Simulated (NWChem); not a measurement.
hydroxide (OH anion); SMILES [OH-]

Program: NWChem. Pople sets run with spherical d functions. All runs use the structure optimised with B3LYP/def2-SVPD. Static field.

Problem. Order these by “isotropic polarisability (bohr³)”, lowest first: CAM-B3LYP/6-31+G*; CAM-B3LYP/aug-cc-pVTZ; CAM-B3LYP/aug-cc-pVDZ; CAM-B3LYP/d-aug-cc-pVDZ.

Solution. CAM-B3LYP/6-31+G* (11.6), CAM-B3LYP/aug-cc-pVDZ (20.9), CAM-B3LYP/aug-cc-pVTZ (24.1), CAM-B3LYP/d-aug-cc-pVDZ (34.6)
